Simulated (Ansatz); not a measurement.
A structure relaxed at PBE0-D4/def2-TZVP, charge 0, multiplicity 2:

Cartesian coordinates in Å:
```
C -0.699 0.823 0.710
C -0.130 0.275 -0.541
C 0.753 -0.906 -0.516
F 0.157 -1.964 0.172
H -1.057 0.025 1.365
H 0.058 1.382 1.283
H -1.525 1.509 0.514
H -0.243 0.813 -1.475
H 1.697 -0.699 0.011
H 0.989 -1.256 -1.523
```

Q: Give its formula and SMILES.

A: C3H6F, `C[CH]CF`.

Q: Summarise the bond lengths by kind.

A: 2 × C–C 1.475 to 1.480 Å; 6 × C–H 1.083 to 1.101 Å; 1 × C–F 1.396 Å.

Program: Ansatz 0.2.0.
